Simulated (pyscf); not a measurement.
**Four-centre exchange: `[CH3][InH][CH3]` + `[SH2]` → `[CH3][In]([CH3])[SH]` + `[H][H]`**

Gas phase, singlet surface, charge 0. Bonds broken: In2–H7, S11–H12. Bonds formed: In2–S11, H7–H12. PySCF, gas phase, ωB97X-D3(BJ)/def2-SVP geometries.

Transition state (Å):

```xyz
13

C     -2.3260     1.3893     0.5159
In    -0.6525     0.0670     0.3188
C      0.0043    -1.5447    -0.9266
H     -3.2549     0.8258     0.6905
H     -2.1661     2.0722     1.3630
H     -2.4479     1.9855    -0.4012
H      0.1147    -0.2146     2.0907
H      1.0430    -1.8028    -0.6746
H     -0.0402    -1.2521    -1.9863
H     -0.6258    -2.4350    -0.7820
S      1.5316     1.5875     0.6861
H      0.8640     0.5363     1.7264
H      0.8401     2.6204     1.2072
```

One imaginary mode, 1266i cm⁻¹; descent along it reached the two sides named, in the forms told below.

```json
[
 {"bond": "In2–H7", "change": "breaks", "reactant side (Å)": "1.746", "saddle": "1.951", "product side": "2.8"},
 {"bond": "S11–H12", "change": "breaks", "reactant side (Å)": "1.347", "saddle": "1.623", "product side": "3.3"},
 {"bond": "In2–S11", "change": "forms", "reactant side (Å)": "2.9", "saddle": "2.7", "product side": "2.411"},
 {"bond": "H7–H12", "change": "forms", "reactant side (Å)": "3.1", "saddle": "1.122", "product side": "0.762"}
]
```

Electronic energies relative to the separated reactants (kcal/mol):

| level | barrier | reaction energy | reverse barrier |
|---|---|---|---|
| ωB97X-D3(BJ)/def2-TZVP | 4.3 | -24.8 | 29.1 |
| PBE/def2-TZVP | 1.6 | -21.5 | 23.1 |
| r²SCAN/def2-TZVP | 1.3 | -22.8 | 24.1 |
| B3LYP-D3(BJ)/def2-TZVP | 5.1 | -21.9 | 27.1 |
| PBE0-D3(BJ)/def2-TZVP | 2.6 | -21.8 | 24.4 |
| M06-2X/def2-TZVP | 4.9 | -24.4 | 29.2 |
| ωB97M-D3(BJ)/def2-TZVP | 9.0 | -19.7 | 28.7 |
| HF/def2-TZVP | 23.8 | -17.4 | 41.2 |

With ωB97M-D3(BJ)/def2-TZVP energies and thermal terms (ideal gas, 1 atm, RRHO with modes under 100 cm⁻¹ raised to 100, one conformer, R ln 2 for chiral ones without a mode under 150 cm⁻¹), in kcal/mol:

```tsv
T (K)	ΔH‡	ΔG‡	ΔH	ΔG
298	8.6	19.5	-19.8	-17.7
600	8.8	30.5	-18.7	-16.0
900	9.5	41.2	-18.0	-14.9
1200	10.3	51.6	-17.5	-13.9
```

On the reactant side the descent ends in an adduct with a In–S contact, 11.8 kcal/mol under the separated species and 16.1 kcal/mol under the saddle at ωB97X-D3(BJ)/def2-TZVP. What is counted as formed (In–S) is already present as a longer contact in the reactant adduct; forming that adduct is a step of its own. One saddle was located; it need not be the lowest between these sides. Elements past Kr carry the def2 core potentials, without spin-orbit coupling.
